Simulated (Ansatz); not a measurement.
fcc Au, treated with PBE0 (plane waves, PAW; Ansatz, a quantum-chemistry and plane-wave program).

Numerical settings: plane-wave cutoff 460 eV, 14×14×14 k mesh, Fermi–Dirac smearing 0.05 eV, scalar-relativistic PAW data made under PBE.

Cell (relaxed at this level):

```
Au
1.0
    0.00000     2.06438     2.06438
    2.06438     0.00000     2.06438
    2.06438     2.06438     0.00000
Au
1
Direct
  0.00000   0.00000   0.00000
```

Task: What does this level give for the bulk modulus and pressure derivative B′ of the bulk modulus?

Result: 
* **bulk modulus**: 148 GPa
* **pressure derivative B′ of the bulk modulus**: 6.2

Measured, for comparison: bulk modulus 182 GPa (0 K value with the zero-point phonon effect removed, our sources range from 175 to 182; as tabulated in Mejia-Rodriguez and Trickey (2018), arXiv:1807.09216). Computed (rounded) less measured: bulk modulus -19 % (-15 % to -19 % over the range).

Spin–orbit coupling is not included; it can shift volumes and moduli of such heavy elements.
